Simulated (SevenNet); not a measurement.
**bcc V**

These are the machine-learned potential SevenNet-l3i5 (trained on PBE and PBE+U data) values and carry that method's errors.

Cell (relaxed at this level):

```yaml
crystal:
  lattice:
    - [-1.49847, 1.49847, 1.49847]
    - [1.49847, -1.49847, 1.49847]
    - [1.49847, 1.49847, -1.49847]
  atoms:
    - { symbol: V, position: [0.00000, 0.00000, 0.00000] }
```

```json
{
 "vacancy_formation_energy": "2.44 eV"
}
```

Measured, for comparison: vacancy formation energy 2.15 ± 0.05 eV (midpoint of the printed range, monovacancy, our sources range from 2.07 to 2.15; as tabulated in Byggmästar et al. (2020), arXiv:2006.14365). Computed (rounded) less measured: vacancy formation energy +0.29 eV (+0.29 eV to +0.37 eV over the range).

A machine-learned potential is trained on density-functional data: it inherits that level's misses and adds fitting errors of its own.
